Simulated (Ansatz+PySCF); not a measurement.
A calculation with PySCF 2.14.0.

```python
from pyscf import gto, scf, cc

mol = gto.M(atom="""
F 0.000000 0.000000 0.000000
F 0.000000 0.000000 1.380000
""", basis='6-31g', charge=1, spin=1)
mf = scf.UHF(mol)
mf.kernel()
mycc = cc.CCSD(mf, frozen=2).run()
et = mycc.ccsd_t()
print(mf.e_tot, mycc.e_corr, et, mycc.e_tot + et)
```

The script is written out from the run's settings.

Output:

```yaml
Converged: yes
Reference_energy: -198.04000 hartree
CCSD_correlation_energy: -0.30017 hartree
Triples_correction: -0.01065 hartree
Total_energy: -198.35082 hartree
Spin_squared_of_the_determinant: 0.762
```

This is not the lowest solution: another run reaches a determinant 1.33 eV lower.
